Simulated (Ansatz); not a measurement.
## Worked example: Al₂, quintet against Al2, triplet

Geometry (PBE0/def2-TZVP stationary point of a triplet), kept for both states (Al2, triplet: Σg⁻g; Al2, quintet: Σu⁻u):

```yaml
atoms:
  - { symbol: Al, position_ang: [0.0000, 0.0000, 0.0000] }
  - { symbol: Al, position_ang: [0.0000, 0.0000, 2.4788] }
```

Basis cc-pVDZ; Ansatz 0.2.0. Correlated methods freeze the noble-gas cores. Prefix R: restricted or restricted open-shell reference; prefix U: unrestricted.

Full CI is exact within this basis and frozen core; it isn't the basis-set limit. The frozen core follows each run's orbitals, which can shift R against U totals by a few meV.

Coupled cluster chose its determinant by trial CCSD, here up to 0.16 eV above the lowest Hartree–Fock solution of its kind, and MP2 stands on that determinant too.

| level | E(Al2, triplet) (hartree) | E(Al2, quintet) (hartree) |
| --- | --- | --- |
| UMP2 | -483.849652 | -483.803337 |
| UCCSD(T) | -483.884182 | -483.828311 |
| PBE | -484.505629 | -484.444482 |
| wB97M-V | -484.738023 | -484.665090 |
| full CI | -483.886974 | -483.830504 |

**Question.** Give the vertical gap, Al2 quintet less Al2 triplet, at each level in eV (1 hartree = 27.2114 eV), and each error against full CI.

**Answer.** full CI: (-483.830504 − (-483.886974)) × 27.2114 = 1.537 eV (the reference)
wB97M-V: (-484.665090 − (-484.738023)) × 27.2114 = 1.985 eV, error 0.448 eV
PBE: (-484.444482 − (-484.505629)) × 27.2114 = 1.664 eV, error 0.127 eV
UCCSD(T): (-483.828311 − (-483.884182)) × 27.2114 = 1.520 eV, error -0.017 eV
UMP2: (-483.803337 − (-483.849652)) × 27.2114 = 1.260 eV, error -0.277 eV

Total energies of functionals can't be set beside those of wave-function methods, since they hold the core's correlation and their own absolute errors; only the differences compare.

In so small a basis the reference is far from its limit while semilocal and hybrid functionals are nearer theirs, so the functionals' errors here hold much of the reference's basis and frozen-core error, which can add to them or hide them.

Each level lands on the state that its own search finds. T1 diagnostics of restricted CCSD: 0.029 and 0.031.
